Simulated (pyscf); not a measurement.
**Concerted two-bond exchange: `[OH][S]` [doublet] + `[H][H]` → `[SH]` [doublet] + `[OH2]`**

Gas phase, doublet surface, charge 0. Bonds broken: S1–O4, H2–H3. Bonds formed: S1–H2, H3–O4. Single points on ωB97X-D3(BJ)/def2-SVP structures (PySCF, gas phase).

Transition state (Å):

```xyz
5

S     -0.0315     0.0016    -0.3424
H     -0.4218     0.0764     1.2849
H     -1.4285    -0.1997     1.0446
O     -1.7992    -0.4465    -0.1500
H     -2.3169     0.3047    -0.4886
```

One imaginary mode, 1770i cm⁻¹; descent along it reached the two sides named.

| bond | change | reactant side (Å) | saddle | product side |
|---|---|---|---|---|
| S1–O4 | breaks | 1.642 | 1.834 | 2.7 |
| H2–H3 | breaks | 0.761 | 1.071 | 3.1 |
| S1–H2 | forms | 4.1 | 1.675 | 1.347 |
| H3–O4 | forms | 2.547 | 1.275 | 0.966 |

Electronic energies relative to the separated reactants (kcal/mol):

```csv
level,barrier,reaction energy,reverse barrier
ωB97X-D3(BJ)/def2-TZVP,51.6,-21.0,72.6
PBE/def2-TZVP,40.3,-17.8,58.2
r²SCAN/def2-TZVP,44.8,-20.7,65.5
B3LYP-D3(BJ)/def2-TZVP,48.6,-20.3,68.8
PBE0-D3(BJ)/def2-TZVP,45.3,-22.1,67.4
M06-2X/def2-TZVP,51.9,-21.3,73.3
ωB97M-D3(BJ)/def2-TZVP,49.9,-21.9,71.8
HF/def2-TZVP,73.5,-30.7,104.2
```

With ωB97M-D3(BJ)/def2-TZVP energies and thermal terms (ideal gas, 1 atm, RRHO with modes under 100 cm⁻¹ raised to 100, one conformer, R ln 2 for chiral ones without a mode under 150 cm⁻¹), in kcal/mol:

```csv
T (K),ΔH‡,ΔG‡,ΔH,ΔG
298,48.7,56.4,-19.2,-19.9
600,48.1,64.4,-19.6,-20.6
900,48.3,72.6,-20.1,-20.9
1200,48.6,80.6,-20.5,-21.2
```

This saddle turned up in a search for another step; its sides and bond changes are read from the two ends of the descent. This is the saddle that the search found; another between the same sides may lie lower. Left out: orbital degeneracy and the spin-orbit lowering of SH.
